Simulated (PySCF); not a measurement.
Phosphorus: a sound run and one with changed settings

Sound run: P [Ne] 3s2 3p3, P+ [Ne] 3s2 3p2. All numbers are calculated (PySCF 2.14, no relativity, point nucleus, in pcseg-2 (5s4p2d1f, 34 functions)). In the sound run the correlated levels freeze [Ne]. The sound run starts from symmetry-adapted Hartree-Fock orbitals and uses a fine grid where one is needed.

Changed run: the spin-free X2C one-electron Hamiltonian (Gaussian nucleus). This setting is unsound on purpose.

```tsv
species	method	sound run (hartree)	changed run (hartree)	converged
P	UHF	-340.70921	-341.44749	yes
P	r2SCAN	-341.24341	-341.98328	yes
P	TPSS	-341.29125	-342.03046	yes
P	MP2	-340.78445	-341.52281	yes
P	CCSD(T)	-340.80402	-341.54237	yes
P+	UHF	-340.34439	-341.08298	yes
P+	r2SCAN	-340.85208	-341.59230	yes
P+	TPSS	-340.90456	-341.64417	yes
P+	MP2	-340.40357	-341.14220	yes
P+	CCSD(T)	-340.42493	-341.16351	yes
```

Ionisation energy of P:

```tsv
method	sound run (eV)	changed run (eV)
UHF	9.927	9.919
r2SCAN	10.649	10.639
TPSS	10.522	10.511
MP2	10.364	10.357
SCS-MP2	10.219	10.211
CCSD	10.292	10.286
CCSD(T)	10.316	10.309
```

Most of the change in total energy is the relativistic energy itself. On top of that the contraction fixes the core shape for the Hamiltonian it was made with, so the changed run is not a good calculation with the other Hamiltonian either.

For comparison, NIST gives 10.487 eV between the lowest levels.
